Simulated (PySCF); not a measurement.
Species: borinic acid, BH3O.
Z-matrix (Å and degrees, PBE0-D3(BJ)/def2-SVP geometry), rows numbered from 1:
```
B 
O   1  1.3445
H   1  1.2086  2  116.66
H   1  1.2144  2  120.96  3  -179.98
H   2  0.9629  1  113.42  3   179.96
```

Method used: PBE0-D3(BJ)/def2-SVP geometry optimisation, gas phase in PySCF.

Masses are those of the commonest isotopes; rigid-rotor values at the optimised geometry. The values belong to one conformer with, in the numbering `[BH2:1][OH:2]`, H–B1–O2–H 180° and 0°.

Question: Give the principal moments of inertia and the rotational constants in GHz.

Answer: Ia = 2.98, Ib = 16.44, Ic = 19.42 u·Å²; 505379 MHz·u·Å²/I gives 169700, 30736 and 26023 MHz, that is A = 169.70, B = 30.736, C = 26.023 GHz.

Question: Classify the top.

Answer: A near-prolate asymmetric top: κ = (2 × 30736 − 169700 − 26023)/(169700 − 26023) = -0.93.

Question: Is it planar, by Δ = Ic − Ia − Ib?

Answer: Planar: Δ = Ic − Ia − Ib = 0.00 u·Å². For a rigid frame Δ = −2 Σ m c², so it vanishes when all atoms lie in the ab plane; here none is more than 0.01 Å from it.

Question: Which types of transition are allowed, and where do some lines up to J = 2 fall?

Answer: The dipole components are |μa| = 0.85 D, |μb| = 1.52 D, |μc| = 0.00 D; the mirror of this Cs structure is the ab plane, so μc vanishes by symmetry and there are no c-type lines. The squared components, which scale the intensities, stand as 0.31 : 1.00 (a : b). Some lines, for components of 0.1 D or more:

```
type  branch         J(Ka,Kc)     MHz  lower level (cm⁻¹)
   a       Q  1(1,0) ← 1(1,1)    4713               6.529
   a       Q  2(1,1) ← 2(1,2)   14139              10.158
   a       R  1(0,1) ← 0(0,0)   56758               0.000
   a       R  2(1,2) ← 1(1,1)  108803               6.529
   a       R  2(0,2) ← 1(0,1)  113399               1.893
   b       Q  1(1,0) ← 1(0,1)  143677               1.893
   b       Q  2(1,1) ← 2(0,2)  148508               5.676
   b       R  1(1,1) ← 0(0,0)  195722               0.000
   b       R  2(1,2) ← 1(0,1)  247767               1.893
   b       Q  2(2,0) ← 2(1,1)  417010              10.630
   b       Q  2(2,1) ← 2(1,2)  431031              10.158
   b       R  2(2,1) ← 1(1,0)  535122               6.686
   b       R  2(2,0) ← 1(1,1)  539953               6.529
```

No PBE0-D3(BJ)/def2-SVP frequencies stand behind this structure, so it isn't proved a minimum. No vibrational averaging or centrifugal distortion is included, and the geometry carries the error of its method. Quadrupole hyperfine structure (11B) is left out.
